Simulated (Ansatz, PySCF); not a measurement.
Bond stretch in Si2, triplet.

Methods: UKS-B3LYP/6-31G* = unrestricted B3LYP/6-31G*, spherical d in PySCF; UHF/cc-pVQZ (Ansatz, a program for electronic structure); UMP2 = MP2 on UHF/cc-pVQZ, frozen core (Ansatz).

Energies are in kcal/mol, each relative to the lowest point of its own curve near equilibrium.

```
R / Å  UKS-B3LYP/6-31G*   UHF  UMP2
-----  ----------------  ----  ----
1.82               39.1  45.1  39.2
1.92               18.9  23.5  23.8
2.04                6.6   7.7   9.6
2.13                3.1   1.6   2.7
2.18                1.6   0.1   0.9
2.25                0.0   0.0   0.0
2.34                0.2   2.3   1.2
2.38                0.9   4.0   2.3
2.46                3.3   8.2  11.2
2.61                9.9  15.8  26.6
2.81               21.0  25.8  41.3
3.05               35.2  33.8  57.3
3.36               51.2  40.1  68.5
3.74               65.1  44.0  75.7
4.08               70.6  45.7  78.9
4.60               74.2  46.9  81.1
5.00               75.3  47.3  81.9
5.48               76.0  47.6  82.3
6.10               76.3  47.7  82.5
6.73               76.4  47.8  82.7
7.91               76.4  47.8  82.7
9.09               76.4  47.9  82.8
```

At the longest distance, 9.09 Å, UMP2 lies highest above its minimum (82.8 kcal/mol) and UHF lowest (47.9 kcal/mol).

The unrestricted determinant behind UKS-B3LYP/6-31G* is spin-contaminated at 3.74 to 9.09 Å (<S²> up to 3.0, against 2.00 for a pure triplet). The unrestricted solution behind UHF, UMP2 changes between 2.81 and 3.05 Å, which can leave a kink. The unrestricted determinant behind UHF, UMP2 is spin-contaminated at 2.46 to 9.09 Å (<S²> up to 3.1, against 2.00 for a pure triplet).
